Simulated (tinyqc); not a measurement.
RHF in the sto-3g basis, for CH3-, spin multiplicity 1, step by step. The basis has no diffuse functions, so it cannot describe the extra electron: this is an exercise in the method, not the real anion. One step of it, computed by the program tinyqc.

Problem. Iteration 2: DIIS coefficients. Solve [B -1; -1 0][c; lambda] = [0; -1] for the coefficients, which sum to one.

B (overlaps of the stored error matrices):
$$\begin{pmatrix}
8.1644460e+00 & -9.5733454e-01 \\
-9.5733454e-01 & 1.6147193e-01
\end{pmatrix}$$

Give: DIIS coefficients.

Solution.

DIIS coefficients: [0.1093, 0.8907]
